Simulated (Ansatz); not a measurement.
```csv
atom,x (Å),y (Å),z (Å)
C,-0.0275,-0.2247,1.2049
N,-0.0275,0.5925,0.0000
C,-0.0275,-0.2247,-1.2049
H,0.7915,-0.9627,1.2485
H,0.0396,0.4212,2.0834
H,-0.9722,-0.7730,1.2617
H,0.8053,1.1782,0.0000
H,0.7915,-0.9627,-1.2485
H,0.0396,0.4212,-2.0834
H,-0.9722,-0.7730,-1.2617
```

Basis set: pcseg-2 (spherical functions). Charge 0, multiplicity 1.

Computed with Ansatz (development build ahead of 0.2.0); each method stands on the lowest determinant of its kind that the runs found. Restricted functionals stand beside restricted open-shell atoms, which can lie above the unrestricted atoms usual in DFT and then raise those values.

The atomization energy at this shape (free ground-state atoms in the same class of orbitals less the molecule, no zero-point energy) of singlet C2H7N:

| method | atomization energy |
| --- | --- |
| ωB97X (restricted) | 3668.3 kJ/mol |

**Question.** What does PBE0 (unrestricted) give?

**Answer.** 3644.7 kJ/mol.

The shape needn't be a minimum at these levels.
